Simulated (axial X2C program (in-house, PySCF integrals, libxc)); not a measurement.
**PS⁺: properties at the nuclei**

Calculated with an in-house all-electron X2C program for linear molecules (integrals from PySCF): two-component X2C with atomic mean-field Coulomb and Gaunt terms, Gaussian nuclei, basis S dyall-av3z, P dyall-v3z with contracted cores.

R = 1.829 Å (near the PBE0 minimum at charge 1 of the determinant lowest at the starting distance; the state shown can have its own minimum elsewhere).

Input and command:
```json
{"zs": [16, 15], "q": 1, "bas": ["dyall-av3z", "dyall-v3z"], "r0": 1.96, "levels": ["PBE0", "HF", "PBE50", "PBE", "BP86"], "nst": 3}
```
```bash
python soeom.py task.json out
```

Keys: zs atomic numbers; q charge; bas basis sets; r0 starting distance in Å; levels methods; nst determinants followed.

Determinant lowest in the PBE0 search, Ω = 0 (closed shell), highest spinor 61% S p, 30% P p, 4% P d:

```csv
level,qzz S (a.u.),qzz P (a.u.)
PBE0,-1.11,-2.19
HF,-1.15,-2.64
PBE50,-1.12,-2.33
PBE,-1.10,-2.04
BP86,-1.11,-2.05
```

qzz is the electric field gradient, eQq0 = 234.96 MHz × Q/barn × qzz. The operators were transformed with the bare-nucleus X2C matrices; with these basis sets, hyperfine constants and field gradients can be off by tens of per cent, and where levels differ in sign neither size nor sign is settled.

Problem. With Q(33S) = -0.0694 barn (Q from Pyykkö, Mol. Phys. 2018), turn the PBE0 values of the first state into constants in MHz.

Solution. eQq0(33S) = 234.96 × (-0.0694) × (-1.11) = 18.1 MHz.

Each state is one determinant with collinear spin. The search compared states at one distance, so a state with another bond length can lie lower.
